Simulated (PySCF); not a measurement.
**Orbital picture of LiAl**

PBE at R = 2.900 Å; PySCF, no relativity, basis sets Li 6-311G(d,p), Al 6-311G(d,p). State: ¹Σ⁺ (singlet), closed shell. Only the outer orbitals are listed, counted within each symmetry.

```csv
orbital,occ.,ε (eV),on Li (%),main shells (%)
4σ,2,-50.56,100,100 Li s
5σ,2,-7.40,6,94 Al s
6σ,2,-3.09,42,"55 Al p, 39 Li s"
2π,0,-2.53,13,"86 Al p, 13 Li p"
2π,0,-2.53,13,"86 Al p, 13 Li p"
7σ,0,-1.76,80,"50 Li s, 31 Li p, 20 Al p"
```

**Question.** Which are the highest filled and the lowest empty level, where do they sit, and how wide is the gap?

**Answer.** Highest filled 6σ at -3.09 eV (in %: 55 Al p, 39 Li s); lowest empty 2π at -2.53 eV (in %: 86 Al p, 13 Li p); the gap at PBE is 0.56 eV.

```json
{"bond order (Mayer)": "1.05", "⟨S²⟩": "0.000", "charge on Li (Mulliken, basis-dependent)": "0.04", "charge on Li (Löwdin, basis-dependent)": "-0.09", "dipole moment (positive dipole means Li(−)Al(+))": "-2.31 D", "polarisability along the bond": "287.7 bohr³", "polarisability across the bond": "117.4 bohr³"}
```

Closed-shell solutions of metal pairs were not tested for spin polarisation, which can lower them a little.
